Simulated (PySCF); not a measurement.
All values below come from PBE-D3(BJ)/def2-TZVP // r2SCAN-D4/def2-TZVP run with PySCF. Gas-phase values, no solvent. 

Reference species (SMILES): `ClBCl` (neutral, multiplicity 1).

```
Property                  Result
----------------------  --------
HOMO                    -7.84 eV
S1 oscillator strength     0.000
```

Changed species: `ClB(Cl)Cl` (0 of 3 Cl replaced by H; the reference has 1 of 3 Cl replaced by H).

Q: Give the shifts of the HOMO and S1 oscillator strength.

A: the HOMO rises by 0.18 eV, to -7.66 eV; the S1 oscillator strength stays essentially unchanged.
